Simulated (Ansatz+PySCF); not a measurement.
**doublet N₂H₄(+): levels of theory in one basis**

```xyz
6

N    -0.0299    0.0000    0.6535
N     0.0299    0.0000   -0.6535
H     0.0103   -0.9241    1.1775
H     0.0103    0.9241    1.1775
H    -0.0103   -0.9241   -1.1775
H    -0.0103    0.9241   -1.1775
```

Basis set: cc-pVTZ (spherical functions). Frozen core: 2 orbitals. Correlation on ROHF uses semicanonical orbitals with singles. Charge 1, multiplicity 2.

Computed with Ansatz (development build ahead of 0.2.0) and PySCF 2.14.0; each method stands on the lowest determinant of its kind that the runs found.

```
  method  E − E(ROHF) (eV)  <S²> of the determinant
    ROHF              0.00                     0.75
     UHF             -0.25                     0.77
ROHF-MP2            -11.42                        –
 UHF-MP2            -11.29                     0.77
```

Task: What does ROHF-CCSD(T) give on the same scale?

Result: -12.25 eV.

Caution for ROHF-MP2, UHF-MP2: MP2 on this radical cation hangs on the determinant chosen.
